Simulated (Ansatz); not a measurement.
C5H10O can be A, `CC(C)(C)C=O`, or B, `C=COCCC`.

Computed with Ansatz on PBE0-D4/def2-TZVP structures; ΔE is electronic, products minus reactants. CBS: MP2 limit from def2 TZ/QZ plus the TZ coupled-cluster correction, frozen cores. DFT in def2-TZVPP. B3LYP here is the variant with VWN-RPA as its local correlation; programs differ in this. One conformer a species, not always the lowest.

A:

Z-matrix (Å, degrees):
```
C
C 1 1.518
H 1 1.093 2 110.2
H 1 1.091 2 111.0 3 120.3
H 1 1.091 2 111.0 3 -120.3
C 2 1.530 1 111.2 3 -61.1
C 2 1.530 1 111.2 3 61.2
C 2 1.512 1 110.8 3 -179.9
H 6 1.094 2 111.4 1 -177.0
H 6 1.093 2 111.3 1 -56.1
H 6 1.093 2 109.9 1 63.6
H 7 1.094 2 111.4 1 177.1
H 7 1.093 2 109.9 1 -63.5
H 7 1.093 2 111.3 1 56.2
O 8 1.199 2 125.9 1 0.1
H 8 1.116 2 113.7 1 -180.0
```

B:

Z-matrix (Å, degrees):
```
C
C 1 1.509
O 1 1.413 2 108.6
H 1 1.099 2 110.8 3 120.3
H 1 1.099 2 110.8 3 -120.3
C 2 1.519 1 111.7 3 179.9
H 2 1.094 1 108.8 3 -58.0
H 2 1.094 1 108.8 3 57.8
C 3 1.343 1 116.8 2 179.9
H 6 1.091 2 111.1 1 180.0
H 6 1.094 2 111.4 1 -60.1
H 6 1.093 2 111.4 1 60.0
C 9 1.330 3 128.2 1 0.0
H 9 1.085 3 110.2 1 -180.0
H 13 1.081 9 118.6 3 -180.0
H 13 1.081 9 123.6 3 0.0
```

Which is lower in electronic energy at CCSD(T)/CBS, and by how much? (An estimate is asked.)

Ansatz gave: A, by 80.1 kJ/mol.

Give E(B) − E(A) in kJ/mol with CCSD/def2-TZVPP, PBE-D4, CCSD(T)/def2-TZVPP, B2PLYP, B3LYP, r2SCAN-D4, PBE0-D4. (An estimate is asked.)

The calculation gave: CCSD/def2-TZVPP 81.9, PBE-D4 73.9, CCSD(T)/def2-TZVPP 83.5, B2PLYP 74.6, B3LYP 63.6, r2SCAN-D4 75.6, PBE0-D4 75.7. None reverses the order clearly.

Largest T1 diagnostic: 0.012.

The D4 term adds +7.9 kJ/mol with B3LYP and +4.2 kJ/mol with PBE0; it sums over pairs of atoms, weighted by their polarisabilities, and B3LYP, whose exchange is more repulsive, gets the larger term. In def2-TZVPP, CCSD(T) changes the Hartree–Fock value by +13.3 kJ/mol (the triples alone add +1.6 kJ/mol) and MP2 by +21.6 kJ/mol.
